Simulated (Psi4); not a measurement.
**triplet CHFO: levels of theory compared**

Aim: a comparison of 5 runs (U-r2SCAN/def2-TZVPP, UB3LYP/def2-TZVPP, UM06-2X/def2-TZVPP, UM06-L/def2-TZVPP, UPBE0/def2-TZVPP) of triplet CHFO. 

The calculation is run with Psi4 1.11.

1 further run of the same task is left out (set aside as unsound or not needed).

## (1) Starting point

CHFO has 4 atoms, charge 0, and is taken as a triplet. SMILES of the parent species: `O=CF`. Geometry: relaxed at PBE0-D4/def2-TZVP. That shape belongs to the parent species and isn't relaxed for this state.

Bond lengths: O1–C2 1.174 Å, C2–F3 1.336 Å, C2–H4 1.097 Å. Angles: O1–C2–F3 122.9°, O1–C2–H4 127.8°, F3–C2–H4 109.3°.

## (2) Energy and forces at U-r2SCAN/def2-TZVPP (run 1)

File job.inp:

```
memory 2200 mb

molecule molecule1 {
  0 3
  O
  C 1 r2
  F 2 r3 1 a3
  H 2 r4 1 a4 3 d4

  r2 = 1.173986
  r3 = 1.335797
  a3 = 122.88018
  r4 = 1.097018
  a4 = 127.78898
  d4 = 179.99978
  units angstrom
  symmetry c1
}

set reference uks
set puream true
set e_convergence 1e-09
set d_convergence 1e-08
set scf_type pk
set dft_radial_points 99
set dft_spherical_points 590
set maxiter 100

result, w = gradient('r2scan/def2-TZVPP', return_wfn=True)
oeprop(w, 'WIBERG_LOWDIN_INDICES', 'MULLIKEN_CHARGES', 'MAYER_INDICES', title='R2SCAN')
```

Command:

```sh
$ psi4 job.inp job.out -n 1
```

job.out:

```text
[...]
  Running in c1 symmetry.
[...]
  Nuclear repulsion =   67.665483232900357
[...]
  Multiplicity = 3
[...]
  Nalpha       = 13
  Nbeta        = 11
[...]
    Number of basis functions: 107
[...]
   @UKS iter   1:  -213.45748730912774   -5.79342e-02   4.78091e-03 DIIS/ADIIS
[...]
   @UKS iter  13:  -213.57160258927894   -6.08225e-12   8.13131e-09 DIIS
[...]
   @S^2 Observed:                2.008626761E+00
[...]
  @UKS Final Energy:  -213.57160258927894
   => Energetics <=
    Nuclear Repulsion Energy =             67.6654832329003568
    One-Electron Energy =                -428.1604096675171718
    Two-Electron Energy =                 171.7035872205881049
    DFT Exchange-Correlation Energy =     -24.7802633752502501
    Empirical Dispersion Energy =           0.0000000000000000
    VV10 Nonlocal Energy =                  0.0000000000000000
    Total Energy =                       -213.5716025892789389
[...]
  -Total Gradient:
     Atom            X                  Y                   Z
    ------   -----------------  -----------------  -----------------
       1       -0.000000187523     0.001601577805     0.213268978015
       2        0.000000428706    -0.027953244333    -0.224603348475
       3       -0.000000097791     0.031622592720    -0.003975465618
       4       -0.000000146128    -0.005145023107     0.015136328262
[...]
  Mulliken Charges: (a.u.)
   Center  Symbol    Alpha    Beta     Spin     Total
       1     O     4.52685  3.50323  1.02361 -0.03008
       2     C     3.37258  2.56975  0.80283  0.05767
       3     F     4.64981  4.52052  0.12929 -0.17032
       4     H     0.45077  0.40650  0.04427  0.14273
   Total alpha = 13.00000, Total beta = 11.00000, Total charge = -0.00000
  Mayer Bond Indices:
  Total Bond Index:
  Irrep: 1 Size: 4 x 4
[...]
```

Wall time 37 s (1 thread of Intel Xeon 6975P-C (Granite Rapids), shared host); peak memory 0.97 GiB.

## (3) Energy and forces at UB3LYP/def2-TZVPP (run 2)

File chfo.xyz:

```xyz
4
CHFO
O     -0.889340     0.201180     0.827740
C     -0.046400     0.067520     0.021620
F      0.585200    -1.091810    -0.181820
H      0.350540     0.823120    -0.667550
```

File chfo_ase.py:

```python
import numpy as np
from ase.calculators.psi4 import Psi4
from ase.io import read

mol = read('chfo.xyz')
calc = Psi4(atoms=mol, method='b3lyp', basis='def2-TZVPP', memory='2200MB', num_threads=1, charge=0, multiplicity=3, label='psi4-calc', reference='uks')
calc.psi4.set_options({'puream': True, 'e_convergence': 1e-09, 'd_convergence': 1e-08, 'scf_type': 'pk', 'dft_radial_points': 99, 'dft_spherical_points': 590, 'maxiter': 100})
mol.calc = calc

forces = mol.get_forces()
print(f'energy: {mol.get_potential_energy():.6f} eV')
print('forces / eV A^-1')
print(np.round(forces, 5))
```

Command:

```sh
$ python chfo_ase.py
```

psi4-calc.dat:

```text
[...]
  Running in c1 symmetry.
[...]
  Nuclear repulsion =   67.665503781209736
[...]
  Multiplicity = 3
[...]
  Nalpha       = 13
  Nbeta        = 11
[...]
    Number of basis functions: 107
[...]
   @UKS iter   1:  -213.56745893515023   -1.05673e-01   4.53018e-03 ADIIS/DIIS
[...]
   @UKS iter  14:  -213.66874598384186   -1.36424e-12   6.53825e-09 DIIS
[...]
   @S^2 Observed:                2.005857383E+00
[...]
  @UKS Final Energy:  -213.66874598384186
   => Energetics <=
    Nuclear Repulsion Energy =             67.6655037812097362
    One-Electron Energy =                -428.1454587136132659
    Two-Electron Energy =                 166.9110746951382680
    DFT Exchange-Correlation Energy =     -20.0998657465765831
    Empirical Dispersion Energy =           0.0000000000000000
    VV10 Nonlocal Energy =                  0.0000000000000000
    Total Energy =                       -213.6687459838418590
[...]
  -Total Gradient:
     Atom            X                  Y                   Z
    ------   -----------------  -----------------  -----------------
       1        0.152608451861    -0.022948523699    -0.146414801656
       2       -0.158230545437    -0.002018903317     0.161570550412
       3       -0.006245593525     0.031308912592    -0.005493261349
       4        0.011870935338    -0.006352874558    -0.009661481353
[...]
```

The script printed:

```text
energy: -5814.222728 eV
forces / eV A^-1
[[-7.84744  1.18006  7.52895]
 [ 8.13654  0.10382 -8.30829]
 [ 0.32116 -1.60997  0.28247]
 [-0.61043  0.32668  0.49681]]
```

Wall time 24 s (1 thread of Intel Xeon 6975P-C (Granite Rapids), shared host); peak memory 0.79 GiB.

Runs 3 to 4 aren't shown in full; the table further down has their settings and results.

## (4) Energy and gradient at UPBE0/def2-TZVPP (run 5)

File input.dat:

```
memory 2200 MB

molecule {
  0 3
  O     -0.889340     0.201180     0.827740
  C     -0.046400     0.067520     0.021620
  F      0.585200    -1.091810    -0.181820
  H      0.350540     0.823120    -0.667550
  symmetry c1
}

set basis def2-TZVPP
set reference uks
set puream true
set e_convergence 1e-09
set d_convergence 1e-08
set scf_type pk
set dft_radial_points 99
set dft_spherical_points 590
set maxiter 100

result, w = gradient('pbe0', return_wfn=True)
oeprop(w, 'QUADRUPOLE', 'LOWDIN_CHARGES', 'MULLIKEN_CHARGES', title='PBE0')
print_variables()
```

Command:

```sh
$ psi4 -i input.dat -o output.dat -n 1
```

output.dat:

```text
[...]
  Running in c1 symmetry.
[...]
  Nuclear repulsion =   67.665503781209736
[...]
  Multiplicity = 3
[...]
  Nalpha       = 13
  Nbeta        = 11
[...]
    Number of basis functions: 107
[...]
   @UKS iter   1:  -213.36327641870210   -1.43699e-01   4.03972e-03 DIIS/ADIIS
[...]
   @UKS iter  14:  -213.44860964906565   -1.33582e-12   4.69471e-09 DIIS
[...]
   @S^2 Observed:                2.006619708E+00
[...]
  @UKS Final Energy:  -213.44860964906565
   => Energetics <=
    Nuclear Repulsion Energy =             67.6655037812097362
    One-Electron Energy =                -428.1122147788619827
    Two-Electron Energy =                 165.6816707416057852
    DFT Exchange-Correlation Energy =     -18.6835693930191766
    Empirical Dispersion Energy =           0.0000000000000000
    VV10 Nonlocal Energy =                  0.0000000000000000
    Total Energy =                       -213.4486096490656450
[...]
  -Total Gradient:
     Atom            X                  Y                   Z
    ------   -----------------  -----------------  -----------------
       1        0.151779372496    -0.022111222394    -0.145888875093
       2       -0.162899308928     0.005038989302     0.163646126553
       3       -0.001141955260     0.023254688408    -0.007633995372
       4        0.012264079194    -0.006193440994    -0.010121324606
[...]
```

It took 21 s on 1 thread of Intel Xeon 6975P-C (Granite Rapids), shared host; peak memory 0.77 GiB.

## (5) The series

```csv
run,level,task,energy (Eh),dipole moment (D),HOMO energy (eV),⟨S²⟩,wall time
1,U-r2SCAN/def2-TZVPP,gradient,-213.571603,1.16,-2.92,2.009,37 s
2,UB3LYP/def2-TZVPP,gradient,-213.668746,1.18,-3.83,2.006,24 s
3,UM06-2X/def2-TZVPP,energy,-213.578671,1.19,-5.39,2.007,30 s
4,UM06-L/def2-TZVPP,gradient,-213.630522,1.09,-2.49,2.008,33 s
5,UPBE0/def2-TZVPP,gradient,-213.448610,1.16,-4.08,2.007,21 s
```

## (6) What came out

```
                                 quantity          value
                      run 5: total energy  -213.44861 Eh
                     run 5: dipole moment         1.16 D
run 5: HOMO energy (highest over α and β)       -4.08 eV
                              run 5: ⟨S²⟩          2.007
          run 5: largest force on an atom    11.876 eV/Å
```

In words: The dipole moment (its size) runs from 1.09 D (UM06-L/def2-TZVPP) to 1.19 D (UM06-2X/def2-TZVPP). Totals of different functionals can't be ranked against each other. All runs together took 2.4 min, the longest 37 s.
